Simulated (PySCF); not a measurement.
Field gradients at the hydrogen positions

C5H5F.
Cartesian coordinates in Å at the PBE0-D3(BJ)/def2-SVP level; atoms count from 1:
```
atom  x, y, z in Å
C1    -2.509    0.488   -0.014
C2    -1.360    0.432   -0.694
F3    -1.342    0.714   -2.002
C4    -0.086    0.090   -0.155
C5     1.000   -0.210    0.299
C6     2.297   -0.561    0.844
H7    -2.524    0.261    1.051
H8    -3.435    0.761   -0.522
H9     2.455   -1.651    0.825
H10    2.390   -0.224    1.888
H11    3.106   -0.092    0.263
```

Level: PBE0/pcSseg-1 (PySCF, non-relativistic); Q(2H) = 0.00286 b; rigid geometry, the same for H and D, with no vibrational averaging.

Question: Give the electric field gradient Vzz (the principal value of largest size), its asymmetry and the 2H coupling at each hydrogen.

Answer: 
| atom | bonded to | bond length (Å) | Vzz (au) | η | χzz (kHz) |
| --- | --- | --- | --- | --- | --- |
| H7 | C1 | 1.089 | 0.3131 | 0.08 | 210 |
| H8 | C1 | 1.091 | 0.3105 | 0.07 | 209 |
| H9 | C6 | 1.101 | 0.2873 | 0.03 | 193 |
| H10 | C6 | 1.101 | 0.2880 | 0.03 | 194 |
| H11 | C6 | 1.101 | 0.2880 | 0.03 | 194 |

Question: Give the 2H NMR doublet splittings at H7 for a magnetic field along the z, y and x axes of the gradient: 3χ/2, 3χ(1 + η)/4, 3χ(1 − η)/4.

Answer: With |χ| = 210.4 kHz and η = 0.077: 316, 170 and 146 kHz, to first order and without motion.

Geometry: PBE0-D3(BJ)/def2-SVP; no solvent, vibrations or thermal averaging. The basis is small and wasn't made for field gradients, so the couplings can be 20 % off.
